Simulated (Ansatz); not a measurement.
`CCNN` → `[CH2]` (triplet) + `CNN` at 700 K and 1 bar (formal loss of a carbene).

Computed with Ansatz on PBE0-D4/def2-TZVP structures; ΔE is electronic, products minus reactants. CCSD(T)/CBS adds triple-zeta CCSD(T) − MP2 to the extrapolated MP2 energy (def2 sets, frozen cores). This one scheme is used for every species. Triplets are unrestricted, without spin–orbit coupling. One conformer a species, not always the lowest.

```json
{"species": "`CCNN`", "CCSD(T)/CBS energy (Eh)": "-190.28020", "H − E (kJ/mol)": "357.5", "S (J/(mol·K))": "401.5"}
{"species": "`[CH2]` (triplet)", "CCSD(T)/CBS energy (Eh)": "-39.09499", "H − E (kJ/mol)": "70.4", "S (J/(mol·K))": "226.8"}
{"species": "`CNN`", "CCSD(T)/CBS energy (Eh)": "-151.01675", "H − E (kJ/mol)": "265.9", "S (J/(mol·K))": "345.0"}
```

H − E and S are ideal-gas, rigid-rotor, harmonic terms from PBE0-D4/def2-TZVP, for one conformer and one mirror image of each species, with the whole ground term of open shells counted as degenerate. 1 Eh = 2625.50 kJ/mol, R = 8.31446 J/(mol·K).

**Question.** By hand: ΔE, ΔH, ΔS and ΔG.

**Answer.** ΔE = (-39.09499) + (-151.01675) − (-190.28020) = 0.16846 Eh = 442.3 kJ/mol. Δ(H − E) = 70.4 + 265.9 − 357.5 = -21.2, so ΔH = 421.1 kJ/mol. ΔS = 226.8 + 345.0 − 401.5 = 170.3 J/(mol·K). ΔG = 421.1 − 700 × (170.3)/1000 = 301.9 kJ/mol.

**Question.** By hand: the equilibrium constant, and the temperature at which ΔG would vanish if ΔH and ΔS stayed fixed.

**Answer.** log₁₀ K = −ΔG/(RT ln 10) = -22.5. ΔG = 0 at ΔH/ΔS = 2473 K.

The number of gas molecules changes by +1, which sets the sign of ΔS. A doubt of 5 kJ/mol in ΔE shifts log₁₀ K by 0.4 here. Other conformers and mirror images would add mixing entropy, several J/(mol·K) or more a flexible species. A triplet takes part, so the spin changes. These are equilibria of isolated gas molecules and say nothing of rates. Largest T1 diagnostic: 0.011 (customary marks: 0.02 for closed shells, 0.045 for open ones).
